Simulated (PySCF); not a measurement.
H2O2P (charge -1).
Bonds: O1–P2 (double), P2–O3. Hydrogens: H4, H5 on P2.

The same species was optimised twice, with GFN2-xTB and with PBE0-D3(BJ)/def2-SVP (PySCF), and the same property calculations (PySCF, gas phase) were run on both structures.

```tsv
coordinate	GFN2-xTB	PBE0-D3(BJ)/def2-SVP	change
P2–H4 (Å)	1.412	1.469	+0.057
P2–H5 (Å)	1.412	1.469	+0.057
O1=P2 (Å)	1.478	1.509	+0.031
P2–O3 (Å)	1.478	1.509	+0.031
O1–P2–O3 (°)	118.5	124.1	+5.6
O1–P2–H4 (°)	110.1	108.1	-2.0
O3–P2–H5 (°)	110.1	108.1	-2.0
O3–P2–H4 (°)	110.1	108.1	-2.0
O1–P2–H5 (°)	110.1	108.2	-1.9
H4–P2–H5 (°)	95.5	96.6	+1.1
```

Rotational constants: A = 34444, B = 9388, C = 7884 MHz (GFN2-xTB) against A = 36663, B = 8524, C = 7408 MHz (PBE0-D3(BJ)/def2-SVP). Point groups within 0.08 Å: C2v and C2v.

On the GFN2-xTB structure: HOMO (eV) -1.56 [PBE0/pcSseg-1]; LUMO (eV) 6.79 [PBE0/pcSseg-1]; GIAO shielding of O1/O3 (mean) (ppm) 158.4 [PBE0/pcSseg-1]; GIAO shielding of P2 (ppm) 355.3 [PBE0/pcSseg-1]; O1s of O1 (eV) 530.47 [delta-SCF UKS SCAN, pcX-2 on the ionised atom, pcseg-1 elsewhere, spin-free X2C]; P1s of P2 (eV) 2146.22 [delta-SCF UKS SCAN, pcX-2 on the ionised atom, pcseg-1 elsewhere, spin-free X2C]; P2p of P2 (eV) 132.42 [delta-SCF UKS SCAN, pcX-2 on the ionised atom, pcseg-1 elsewhere, spin-free X2C].

Q: What do these properties become on the PBE0-D3(BJ)/def2-SVP structure?

A: 
```csv
property,level,on GFN2-xTB,on PBE0-D3(BJ)/def2-SVP,change
HOMO (eV),PBE0/pcSseg-1,-1.56,-1.54,+0.02
LUMO (eV),PBE0/pcSseg-1,6.79,6.53,-0.26
"energy, GFN2-xTB geometry as zero (kcal/mol)",PBE0/pcSseg-1,0.0,-3.5,-3.5
GIAO shielding of O1/O3 (mean) (ppm),PBE0/pcSseg-1,158.4,132.8,-25.6
GIAO shielding of P2 (ppm),PBE0/pcSseg-1,355.3,337.9,-17.4
O1s of O1 (eV),"delta-SCF UKS SCAN, pcX-2 on the ionised atom, pcseg-1 elsewhere, spin-free X2C",530.47,530.63,+0.16
P1s of P2 (eV),"delta-SCF UKS SCAN, pcX-2 on the ionised atom, pcseg-1 elsewhere, spin-free X2C",2146.22,2146.63,+0.41
P2p of P2 (eV),"delta-SCF UKS SCAN, pcX-2 on the ionised atom, pcseg-1 elsewhere, spin-free X2C",132.42,132.76,+0.34
```

The heavy atoms differ by 0.056 Å rms after alignment. Among all bonds P2–H4 and P2–H5 change most and about equally (+0.057 Å). Changes are differences of the printed values. Neither structure is proved a minimum here. Geometry: PBE0-D3(BJ)/def2-SVP; no solvent, vibrations or thermal averaging. The geometry's basis has no diffuse functions, a weakness for an anion.
